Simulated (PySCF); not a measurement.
Species: PO4 (charge -3).
SMILES with atom numbers: `[O:1]=[P:2]([O-:3])([O-:4])[O-:5]`

The closed-shell ground state was solved at several levels (PySCF, density fitting, gas phase, non-relativistic). Isolated species at its PBE0-D3(BJ)/def2-SVP geometry, gas phase. Whether so highly charged an anion holds all its electrons in the gas phase wasn't checked; a finite basis holds them in any case. No counter-ion or solvent screens the charge of this multiply charged ion. The geometry's basis has no diffuse functions, a weakness for an anion. The HOMO energy is positive, so at this level the finite basis confines the outermost electrons. No diffuse functions stand in pcSseg-1 and pcSseg-2, which bears on an anion's orbital energies.

| level | basis functions | HOMO (eV) | LUMO (eV) | gap (eV) |
| --- | --- | --- | --- | --- |
| PBE0/pcSseg-1 | 92 | 11.26 | 20.84 | 9.58 |
| B3LYP/def2-SVPD | 116 | 8.99 | 11.95 | 2.96 |

(1) What might B97-2/pcSseg-2 (187 basis functions) give for the same quantities?

(2) Over all these levels, which gives the widest orbital gap and which the narrowest?

## Answers

(1) HOMO 10.10 eV, LUMO 18.29 eV, gap 8.19 eV.

(2) PBE0/pcSseg-1 (global hybrid, 25 % exact exchange) has the widest, 9.58 eV, and B3LYP/def2-SVPD (global hybrid, 20 % exact exchange) the narrowest, 2.96 eV. Functional and basis both differ between the two, so the spread mixes both effects.
